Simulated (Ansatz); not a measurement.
Consider the hydrogenolysis of a C–C bond: `C=CCC(F)Cl` + H₂ → `CC(F)Cl` + `C=C`.

Isolated molecules relaxed with PBE0-D4/def2-TZVP in Ansatz; ΔE leaves out vibrations. CBS: MP2 limit from def2 TZ/QZ plus the TZ coupled-cluster correction, frozen cores. This one scheme is used for every species. Functionals use def2-TZVPP. Each species was taken in one conformer, which may not be the lowest.

```json
{"species": "`C=CCC(F)Cl`", "ωB97M-V energy (Eh)": "-716.04965"}
{"species": "H₂", "ωB97M-V energy (Eh)": "-1.16132"}
{"species": "`CC(F)Cl`", "ωB97M-V energy (Eh)": "-638.66345"}
{"species": "`C=C`", "ωB97M-V energy (Eh)": "-78.56808"}
```

(1) Work out ΔE.

Largest T1 diagnostic among the species: 0.011.

Results:

(1) ΔE = (-638.66345) + (-78.56808) − (-716.04965) − (-1.16132) = -0.02056 Eh = -54.0 kJ/mol. CCSD(T)/CBS gives -52.9 kJ/mol.

Leaving LDA and LC-ωPBE aside and taking each functional with its dispersion term where it has one, the values, not all of them listed here, spread over 16.7 kJ/mol, from B2PLYP to revPBE-D4. LDA lies +14.1 kJ/mol from PBE without D4. In def2-TZVPP, CCSD(T) changes the Hartree–Fock value by +26.0 kJ/mol (the triples alone add +5.2 kJ/mol) and MP2 by +32.5 kJ/mol. The D4 term adds +12.5 kJ/mol with B3LYP and +7.1 kJ/mol with PBE0; it sums over pairs of atoms, weighted by their polarisabilities, and B3LYP, whose exchange is more repulsive, gets the larger term.

B3LYP here is the variant with VWN-RPA as its local correlation; programs differ in this.
